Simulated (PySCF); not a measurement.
water cation (H2O), SMILES O (connectivity only; charge and spin as stated), charge +1, multiplicity 2. Atoms are numbered in the order given.

```xyz
3

O      0.0000     0.0000    -0.1160
H      0.0000    -0.8247     0.4641
H      0.0000     0.8247     0.4641
```
Charge +1, spin multiplicity 2.

The structure is a stationary point at B3LYP-D3(BJ)/def2-TZVPD. The spin state was assumed, not searched.

The numbers are results of r2SCAN/def2-TZVPD (PySCF), not measurements.

Isolated molecule, no solvent.

```json
{
  "total_energy": "-75.96579 hartree",
  "point_group": "C2v",
  "α spin, highest occupied and lowest empty level": "-21.96 and -7.90 eV",
  "β spin, highest occupied and lowest empty level": "-21.18 and -16.88 eV",
  "dipole_moment_about_the_centre_of_nuclear_charge": "2.11 D",
  "mean_static_polarisability": "5.3 bohr³ (0.79 Å³)",
  "polarisability_principal_values": "4.2, 5.2, 6.5 bohr³",
  "⟨S²⟩": "0.754 (pure state 0.75)"
}
```
